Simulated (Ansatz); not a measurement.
# CH5 (doublet): from Hartree-Fock to the top rungs at distance C1–H5 along a hydrogen transfer = 1.090 Å, cc-pVTZ

Aim: climb from Hartree-Fock through coupled cluster and multireference methods for CH5 (doublet) at one geometry and basis, and see what each rung misses.

Computed with Ansatz 0.2.0, Gaussian basis. Level: cc-pVTZ, core rule «outside noble gas», up to 1 orbitals frozen.

The runs, in order: UHF; CCSD(T) on ROHF; CCSD(T) on UHF; BCCD(T) on ROHF; CCSDT(Q) on ROHF; CCSDT(Q) on UHF; CASSCF and NEVPT2, 3 electrons in 3 orbitals; CASSCF and NEVPT2, 9 electrons in 9 orbitals.

**1. What is computed**

The geometry derives from fragments relaxed apart (PBE0/def2-TZVP) and kept rigid, so it is no stationary point. A hydrogen atom is moved between rigid fragments.

6 atoms, charge 0, spin multiplicity 2.

Atoms are counted from 1 here; the program's logs count them from 0.

Bond lengths: C1–H2 1.090 Å, C1–H3 1.090 Å, C1–H4 1.090 Å, C1–H5 1.090 Å. Angles: H2–C1–H3 109.5°, H2–C1–H4 109.5°, H2–C1–H5 109.5°, H3–C1–H4 109.5°, H3–C1–H5 109.5°, H4–C1–H5 109.5°.

**2. UHF**

Contents of in.yaml:

```yaml
crystal:
  periodic: [false, false, false]
  atoms:
    - {symbol: C, position_ang: [-0.139039, 0.000000, 0.000000]}
    - {symbol: H, position_ang: [-0.502245, 1.027301, 0.000000]}
    - {symbol: H, position_ang: [-0.502245, -0.513650, 0.889668]}
    - {symbol: H, position_ang: [-0.502245, -0.513650, -0.889669]}
    - {symbol: H, position_ang: [0.950578, 0.000000, 0.000000]}
    - {symbol: H, position_ang: [2.212961, 0.000000, 0.000000]}
basis:
  gaussian: {orbitals: cc-pVTZ}
magnetization: {spin_polarized: true, initial_magnetization: 1}
hamiltonian: {xc: hf}
output: {orbitals: {seedname: orbitals}}
```

On the command line:

```bash
$ ansatz run in.yaml --threads 1 --pin off --events-out ev --progress --plain --max-ram 4096MiB --backend cpu
```

The runs that follow: CCSD(T) on ROHF; CCSD(T) on UHF; BCCD(T) on ROHF; CCSDT(Q) on ROHF; CCSDT(Q) on UHF; CASSCF and NEVPT2, 3 electrons in 3 orbitals; CASSCF and NEVPT2, 9 electrons in 9 orbitals.

Before running them: what should the planned runs give, taken together? Wanted: UCCSDT(Q) below the RHF energy; RMP2 from UCCSDT(Q); UMP2 from UCCSDT(Q); RCCSD from UCCSDT(Q); RCCSD(T) from UCCSDT(Q); UCCSD(T) from UCCSDT(Q); RCCSDT(Q) from UCCSDT(Q); NEVPT2 pair from UCCSDT(Q); NEVPT2 valence from UCCSDT(Q).

As calculated:

```
                         quantity                                                   value
   UCCSDT(Q) below the RHF energy                                              -6.3964 eV
              RMP2 from UCCSDT(Q)                                            +76.6 kJ/mol
              UMP2 from UCCSDT(Q)                                            +76.2 kJ/mol
             RCCSD from UCCSDT(Q)                                            +19.5 kJ/mol
          RCCSD(T) from UCCSDT(Q)                                             +1.6 kJ/mol
          UCCSD(T) from UCCSDT(Q)                                             +1.7 kJ/mol
         RCCSDT(Q) from UCCSDT(Q)                                              0.0 kJ/mol
       NEVPT2 pair from UCCSDT(Q)                                            +81.2 kJ/mol
    NEVPT2 valence from UCCSDT(Q)                                            +92.3 kJ/mol
levels within 1 kcal/mol (43 meV)  RCCSD(T), UCCSD(T), BCCD(T), RCCSDT, UCCSDT, RCCSDT(Q)
                    T1 diagnostic                                                   0.016
   effectively unpaired electrons                                                    1.01
```

RCCSD(T) lands +1.6 kJ/mol from the yardstick (0.3 % of the correlation energy). One determinant dominates. Of the multireference levels listed NEVPT2 pair comes nearest in total energy (+81.2 kJ/mol), which doesn't show that its space is the better one. These misses are within one basis, not against nature; the frozen cores of restricted and unrestricted runs differ, which can shift their rows.
